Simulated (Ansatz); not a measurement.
# Cost against result

Saddle point of BSiNH$_{8}$, singlet (BNH₄ ([BH2][NH2]) + SiH₄ → BSiH₅ ([BH2][SiH3]) + NH₃ (still joined by a long B–N bond); bonds formed: B1–Si6, N2–H5; bonds broken: H5–Si6; bonds weakened to dative contacts: B1–N2), PBE0-D4/def2-TZVP structure:

| atom | x (Å) | y (Å) | z (Å) |
| --- | --- | --- | --- |
| B1 | -0.7499 | -0.3297 | -0.2295 |
| N2 | -0.9967 | 1.1416 | -0.7201 |
| H3 | -0.6175 | -1.1327 | -1.1126 |
| H4 | -1.3850 | -0.6484 | 0.7391 |
| H5 | 0.1482 | 0.7036 | -0.1342 |
| Si6 | 1.2420 | -0.5495 | 0.6671 |
| H7 | -1.6372 | 1.7121 | -0.1959 |
| H8 | -1.0234 | 1.3085 | -1.7112 |
| H9 | 2.4397 | -0.3699 | -0.2034 |
| H10 | 1.5059 | 0.1616 | 1.9508 |
| H11 | 1.0739 | -1.9972 | 0.9501 |

Barriers are electronic and count from the start structure reached by relaxing down the imaginary mode.

Ansatz 0.2.0; basis: as named in each row; cores frozen in the correlated methods. B3LYP uses VWN-RPA correlation. Extrapolation: Hartree–Fock as exp(−7.88 √X), correlation as X^−2.97.

Times are rough, for one single point on 2 threads of a shared host (Arm Neoverse V1).

The estimate by CCSD(T) at an estimated basis limit (MP2 extrapolated from triple and quadruple zeta, plus CCSD(T) − MP2 in triple zeta) is 49.40 kcal/mol.

```
      method       basis  time (s)  barrier (kcal/mol)  method less estimate
          HF      STO-3G   under 1               79.18                 29.78
      PBE-D4      STO-3G   under 1               45.59                 -3.81
       SPW92    def2-SVP   under 1               28.77                -20.64
    B3LYP-D4       6-31G         1               52.26                  2.86
      PBE-D4    def2-SVP         1               37.92                -11.48
     PBE0-D4    def2-SVP         1               41.77                 -7.63
       SPW92  def2-TZVPP         2               29.46                -19.95
     CCSD(T)    def2-SVP         3               54.11                  4.71
      PBE-D4  def2-TZVPP         3               38.07                -11.34
     BLYP-D4  def2-TZVPP         3               47.54                 -1.86
    BHLYP-D4  def2-TZVPP         3               54.70                  5.30
    B3LYP-D4  def2-TZVPP         4               49.66                  0.26
     PBE0-D4  def2-TZVPP         4               41.65                 -7.75
CAM-B3LYP-D4  def2-TZVPP         4               50.74                  1.34
     wB97M-V    def2-SVP         6               48.25                 -1.15
   r2SCAN-D4  def2-TZVPP         6               42.56                 -6.84
  r2SCAN0-D4  def2-TZVPP         6               44.81                 -4.59
      B2PLYP  def2-TZVPP         6               51.06                  1.65
  RPA on PBE  def2-TZVPP         6               51.49                  2.08
    PBE-QIDH  def2-TZVPP         7               45.68                 -3.72
     wB97X-V  def2-TZVPP        10               48.40                 -1.00
     wB97M-V  def2-TZVPP        11               48.70                 -0.71
      B97M-V  def2-TZVPP        12               46.33                 -3.07
         MP2  def2-QZVPP        36               48.06                 -1.34
     CCSD(T)  def2-TZVPP        87               50.31                  0.91
```

All methods are single points on the PBE0-D4 structures.

T1 diagnostic: at most 0.013.

Labels in which every atom is bracketed show which atoms are joined, not bond orders.
